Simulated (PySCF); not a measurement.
Removing an electron from `O=CO[C@H]1CO1`

Species: C3H4O3.
Geometry (PBE0-D3(BJ)/def2-SVP, Å), atoms numbered from 1 in this order:
```
atom  x, y, z in Å
O1     1.8569   -1.0489    1.1255
C2     1.6760   -0.3483    0.1764
O3     0.4891    0.1155   -0.2475
C4    -0.6514   -0.2892    0.4518
C5    -1.9157    0.2760    0.0131
O6    -1.5346   -1.0652   -0.2745
H7     2.4680    0.0380   -0.4970
H8    -0.4374   -0.5998    1.4796
H9    -1.9079    0.9592   -0.8446
H10   -2.7437    0.3978    0.7222
```

Level: PBE0/def2-SVPD (PySCF). Frontier orbitals with their largest atomic shares (Löwdin; up to four atoms above 4 %):

```json
{"orbital": "HOMO−3", "ε (eV)": "-10.27", "main atoms": "O3 27 %, O1 22 %, C4 13 %, O6 12 %"}
{"orbital": "HOMO−2", "ε (eV)": "-9.35", "main atoms": "O6 31 %, O1 18 %, C5 15 %, O3 14 %"}
{"orbital": "HOMO−1", "ε (eV)": "-8.79", "main atoms": "O1 40 %, O3 17 %, O6 13 %, C5 9 %"}
{"orbital": "HOMO", "ε (eV)": "-8.59", "main atoms": "?"}
{"orbital": "LUMO", "ε (eV)": "-0.48", "main atoms": "C2 42 %, O1 31 %, O3 15 %, H7 8 %"}
{"orbital": "LUMO+1", "ε (eV)": "0.84", "main atoms": "C5 22 %, C2 14 %, H10 12 %, O3 11 %"}
{"orbital": "LUMO+2", "ε (eV)": "1.17", "main atoms": "H7 20 %, C2 18 %, O3 14 %, H10 13 %"}
```

**Question.** What vertical ionisation energy does ΔSCF give, and how far is −ε(HOMO) from it?

**Answer.** ΔSCF: 10.73 eV (1035 kJ/mol; threshold wavelength 116 nm); ⟨S²⟩ of the doublet left behind is 0.760, against 0.75 for a pure doublet. −ε(HOMO) is 8.59 eV, 2.14 eV below it. In exact Kohn–Sham theory the two would be equal; PBE0 (global hybrid, 25 % exact exchange) falls short of its own ΔSCF value by 20 %.

**Question.** On which atoms does the HOMO lie?

**Answer.** O6 (epoxide oxygen) 44 %, O1 (ester carbonyl oxygen) 23 %, O3 (ester single-bonded oxygen) 7 %, C5 (sp3 carbon bound to oxygen) 6 %. The HOMO−1 lies 0.20 eV lower.

**Question.** How many of the 10 lowest singlet excitations (vertical TDDFT, same level) lie below the ionisation energy?

**Answer.** All 10; they run from 5.85 to 8.90 eV.

**Question.** Shift the occupied levels rigidly so that −ε(HOMO) equals the ΔSCF value. What binding energies result?

**Answer.** The shift is +2.14 eV: HOMO 10.73, HOMO−1 10.93, HOMO−2 11.49, HOMO−3 12.41 eV. A rigid shift is only a rough guide to the deeper ionisations.

The structure is a single PBE0-D3(BJ)/def2-SVP conformer in the gas phase; no vibrational or solvent corrections.
